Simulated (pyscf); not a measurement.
Structures and frequencies: ωB97X-D3(BJ)/def2-SVP in PySCF. MP2 and CC: frozen core, UHF for open shells. ΔMP2 is the change of the MP2 total energy from the triple- to the quadruple-zeta basis.

Problem. For the elementary gas-phase step H₂B–O–SiH₃ + hydrogen fluoride (HF) → F–SiH₃ + H₂B–OH (singlet surface; O–Si, F–H broken, F–Si, H–O formed), what barrier and reaction energy does CCSD(T)/def2-TZVPP + ΔMP2(QZVPP) give, measured from the separated reactants?

Solution. ΔE‡ = 84.6 kJ/mol, ΔE = -45.0 kJ/mol. Zero-point energy shifts the barrier by +4.3 kJ/mol. It is a four-centre exchange, with an imaginary mode of 693i cm⁻¹. On the reactant side the descent ends in a complex, 26.4 kJ/mol under the separated species and 100.3 kJ/mol under the saddle at ωB97X-D3(BJ)/def2-TZVP. At ωB97X-D3(BJ) the barrier from the zero used here is 74.0 kJ/mol. This is the saddle that the search found; another between the same sides may lie lower. The CCSD(T) − MP2 part came from Ansatz, without density fitting, on the same reference.
